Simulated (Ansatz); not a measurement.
Two shapes of singlet C6H6.

Shape 1:

```xyz
12

C     1.3566    0.0132   -0.0293
C     0.7336    1.2373   -0.0184
C    -0.7330    1.1837   -0.0253
C    -1.3997   -0.0477   -0.0141
C    -0.7171   -1.2376   -0.0352
C     0.7418   -1.1853   -0.0042
H     2.4791    0.0123   -0.0476
H     1.2939    2.1553    0.0015
H    -1.2833    2.1480    0.0302
H    -2.4381   -0.0013    0.0031
H    -1.2206   -2.1799    0.0363
H     1.2124   -2.1906    0.0144
```

Shape 2:

```xyz
12

C     1.5065    0.0000    0.0000
C     0.7533    1.3047    0.0000
C    -0.7533    1.3047    0.0000
C    -1.5065    0.0000    0.0000
C    -0.7533   -1.3047    0.0000
C     0.7533   -1.3047    0.0000
H     2.6870    0.0000    0.0000
H     1.3435    2.3270    0.0000
H    -1.3435    2.3270    0.0000
H    -2.6870    0.0000    0.0000
H    -1.3435   -2.3270    0.0000
H     1.3435   -2.3270    0.0000
```

Basis set: 6-31G* (spherical functions). Frozen core: 6 orbitals. Charge 0, multiplicity 1.

Computed with Ansatz (development build ahead of 0.2.0); each method stands on the lowest determinant of its kind that the runs found.

Task: Which shape is lower in energy, and by how much in each method?

Result:

| method | E(2) − E(1) (eV) |
| --- | --- |
| RHF | 2.573 |
| RHF-MP2 | 1.826 |

Shape 1 is lower. Caution: in another basis set an unrestricted determinant lies well below.
